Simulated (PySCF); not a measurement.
Species: C4H7O (doublet state).
Z-matrix (Å and degrees, GFN2-xTB geometry), rows numbered from 1:
```
C 
O   1  1.4064
C   2  1.3990  1  113.50
C   3  1.4656  2  119.37  1    94.22
C   4  1.4648  3   62.40  2   106.65
H   1  1.0971  2  111.09  3    58.96
H   1  1.0882  2  106.51  3   178.25
H   1  1.0960  2  111.29  3   -62.39
H   3  1.0907  2  113.27  1   -55.45
H   4  1.0709  3  128.69  5  -117.60
H   5  1.0815  3  115.65  4  -110.74
H   5  1.0839  3  119.73  4   108.07
```

The hyperfine couplings belong to this conformer and change with its torsions.

As a line formula: `CO[C@H]1[CH]C1` [radical].

The calculation used UKS B3LYP, pcH-1 on C H O, non-relativistic, mean-field spin-orbit, GIAO (PySCF). Geometry: GFN2-xTB, one conformer, isolated molecule. Couplings are sensitive to structure, and on GFN2-xTB geometries they can be far from those on DFT ones. No stability test was run, so a lower SCF solution isn't excluded.

Principal values of hyperfine tensors in MHz (contact and dipolar terms together), for some of the nuclei:

```csv
atom,isotope,A1,A2,A3
H11,1H,93.36,96.18,111.35
H12,1H,51.74,55.94,66.11
H9,1H,36.36,39.79,52.55
C5,13C,-28.91,-23.57,-12.94
H10,1H,-48.22,-19.83,21.30
C3,13C,-18.15,-12.94,-7.31
H8,1H,1.61,1.98,7.93
C1,13C,1.65,1.72,3.12
```

(1) Give the isotropic coupling of each nucleus in MHz and in mT (g = 2.0027), and the anisotropic part.

(2) What spin density at the nucleus of H12 lies behind its contact coupling (g_N = 5.58569)?

(3) C4 (13C, g_N = 1.40482) isn't in the table. Its spin density at the nucleus is 0.2462 bohr⁻³. What is its contact coupling?

(4) Which nucleus of the table has the largest anisotropic coupling, and what is its form?

(5) What first-order splitting does H11 cause when the field lies along A1, A2 or A3 of its tensor (g taken as isotropic, no quadrupole term)?

## Answers

(1) a_iso is a third of the trace, T = A − a_iso, and a(mT) = a(MHz)/(g × 13.996).

```csv
atom,a_iso (MHz),a_iso (mT),T1,T2,T3
H11,100.30,3.578,-6.94,-4.12,11.05
H12,57.93,2.067,-6.19,-1.99,8.18
H9,42.90,1.530,-6.54,-3.11,9.65
C5,-21.81,-0.778,-7.11,-1.76,8.87
H10,-15.58,-0.556,-32.63,-4.25,36.88
C3,-12.80,-0.457,-5.35,-0.14,5.49
H8,3.84,0.137,-2.23,-1.86,4.09
C1,2.16,0.077,-0.51,-0.44,0.96
```

(2) a_FC = (2μ0/3) gₑ μB g_N μN ρ(0)/(2S·h) = 800.24 MHz × g_N × ρ(0)/(2S), with ρ in bohr⁻³. With a_FC = 57.93 MHz and 2S = 1, ρ(0) = 0.01296 bohr⁻³. In magnitude that is 4.1 % of the 1/π = 0.318 of a free hydrogen atom.

(3) By the same relation, a_FC = 276.8 MHz. Its full tensor has the principal values 203.62, 206.45, 420.19 MHz.

(4) H10: -32.6, -4.3, 36.9 MHz, rhombic: the two smaller values differ by 77 % of the largest.

(5) 2 lines (I = 1/2), spaced by |A_i|/(g × 13.996): 3.33, 3.43, 3.97 mT along the axes of A1, A2 and A3.
